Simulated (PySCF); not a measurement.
# PO: from constants to spectrum

UHF-CCSD(T) constants of PO, ²Π (doublet), unpaired electrons π ↑ (P 3-21G, O 3-21G; no relativity (PySCF 2.14); masses 30.9738 and 15.9949 u):

| Quantity | Value |
| --- | --- |
| ωe | 1047.1 cm⁻¹ |
| ωexe | 4.94 cm⁻¹ |
| Be | 0.62313 cm⁻¹ |
| αe | 0.00424 cm⁻¹ |
| De to P + O | 3.62 eV |

Question: What force constant and bond length do these constants imply?

Answer: Reduced mass μred = 10.548 u; k = 5.8918×10⁻⁷·μred·ωe² (u, cm⁻¹, mdyn/Å) = 6.81 mdyn/Å; Re = √(16.8576/(μred·Be)) (u, cm⁻¹, Å) = 1.601 Å.

Question: Estimate the centrifugal constant D from the Kratzer relation and find the Dunham coefficient a1.

Answer: D = 4Be³/ωe² = 8.83e-07 cm⁻¹; a1 = −1 − αeωe/(6Be²) = -2.91.

Correlated steps freeze 6 core orbitals. 3-21G is very small, so such numbers show the basis as much as the molecule. The state is the lowest determinant that a PBE0 search found; another state may lie lower at other levels.
